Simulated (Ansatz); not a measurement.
# CH₂BO+: functionals against CCSD(T) at one geometry

The atoms stand at a structure displaced at random from a GFN2-xTB minimum. How far do the functionals agree with CCSD(T) there?

Program: Ansatz 0.2.0, Gaussian basis. Level of theory: single points in def2-TZVPP. These are calculated values, not measurements.

Correlated methods freeze the cores.

## (1) Starting geometry

5 atoms, charge 1, spin multiplicity 1.

Atoms are counted from 1 here; the program's logs count them from 0.

Bond lengths: C1–B2 1.340 Å, C1–H5 0.925 Å, B2–O3 1.144 Å. Angles: B2–C1–H5 131.8°, C1–B2–O3 172.4°.

As a file:

```
atom     x (Å)     y (Å)     z (Å)
  C1  -0.16230   0.35380  -0.09840
  B2   0.65280  -0.62870   0.30860
  O3   1.27290  -1.46240   0.78620
  H4  -0.82010   0.46310  -1.33140
  H5  -0.64810   0.98610   0.37080
```

## (2) CCSD(T)/def2-TZVPP

File run/in.yaml:

```yaml
crystal:
  periodic: [false, false, false]
  atoms:
    - {symbol: C, position_ang: [-0.162300, 0.353800, -0.098400]}
    - {symbol: B, position_ang: [0.652800, -0.628700, 0.308600]}
    - {symbol: O, position_ang: [1.272900, -1.462400, 0.786200]}
    - {symbol: H, position_ang: [-0.820100, 0.463100, -1.331400]}
    - {symbol: H, position_ang: [-0.648100, 0.986100, 0.370800]}
basis:
  gaussian: {orbitals: def2-TZVPP}
total_charge: 1
correlation: {method: ccsd_t}
output: {forces: true}
```

No record of the launch command was kept for these runs.

## (3) PBE0-D4/def2-TZVPP

Edit run/in.yaml of step 2 so:

```diff
@@ -11,3 +11,3 @@
 total_charge: 1
-correlation: {method: ccsd_t}
-output: {forces: true}
+hamiltonian: {xc: pbe0, dispersion: d4}
+output: {forces: true, orbitals: {seedname: orbitals}}
```

## (4) wB97M-V/def2-TZVPP

Edit run/in.yaml of step 3 so:

```diff
@@ -11,3 +11,3 @@
 total_charge: 1
-hamiltonian: {xc: pbe0, dispersion: d4}
-output: {forces: true, orbitals: {seedname: orbitals}}
+hamiltonian: {xc: {name: wB97M-V}}
+output: {forces: true}
```

## (5) r2SCAN-D4/def2-TZVPP

Edit run/in.yaml of step 4 so:

```diff
@@ -11,3 +11,3 @@
 total_charge: 1
-hamiltonian: {xc: {name: wB97M-V}}
+hamiltonian: {xc: r2scan, dispersion: d4}
 output: {forces: true}
```

## (6) PBE-D4/def2-TZVPP

Edit run/in.yaml of step 5 so:

```diff
@@ -11,3 +11,3 @@
 total_charge: 1
-hamiltonian: {xc: r2scan, dispersion: d4}
+hamiltonian: {xc: pbe, dispersion: d4}
 output: {forces: true}
```

## (7) CAM-B3LYP-D4/def2-TZVPP

Edit run/in.yaml of step 6 so:

```diff
@@ -11,3 +11,3 @@
 total_charge: 1
-hamiltonian: {xc: pbe, dispersion: d4}
+hamiltonian: {xc: {name: CAM-B3LYP}, dispersion: d4}
 output: {forces: true}
```

## (8) SPW92/def2-TZVPP

Edit run/in.yaml of step 7 so:

```diff
@@ -11,3 +11,3 @@
 total_charge: 1
-hamiltonian: {xc: {name: CAM-B3LYP}, dispersion: d4}
+hamiltonian: {xc: lda}
 output: {forces: true}
```

(Steps that only read results are left out.)

What does the calculation give? Wanted: energy less free atoms, CCSD(T)/def2-TZVPP; RMS force component; RMS force error; HOMO and LUMO, PBE0-D4; T1 diagnostic.

**Answer**, as computed:

```
                                  quantity                                                                                              value
energy less free atoms, CCSD(T)/def2-TZVPP                                                                                      -801.6 kJ/mol
                       RMS force component                                                               4.341 to 4.586 eV/Å over the methods
                           RMS force error  PBE0-D4 0.535, wB97M-V 0.713, r2SCAN-D4 0.279, PBE-D4 0.305, CAM-B3LYP-D4 0.776, SPW92 0.502 eV/Å
                    HOMO and LUMO, PBE0-D4                                                                               -17.72 and -13.44 eV
                             T1 diagnostic                                                                                              0.034
```

Against CCSD(T) the functionals' energies less atoms differ by -402.3 to -70.7 kJ/mol, PBE-D4 by -158.2 kJ/mol. CCSD(T) in triple zeta still lacks some correlation energy of the bonds, so part of these gaps is its own basis error and they don't rank the functionals. The forces of r2SCAN-D4 come nearest to CCSD(T), those of CAM-B3LYP-D4 are farthest. Frozen-core CCSD(T) forces in triple zeta carry basis errors of their own, and this is one geometry, so small gaps rank nothing. The T1 diagnostic is large here, over the usual mark for main-group molecules (transition-metal compounds often pass it harmlessly), so CCSD(T) itself may be off. The restricted Hartree–Fock reference is unstable towards an unrestricted one at one or more of these structures.
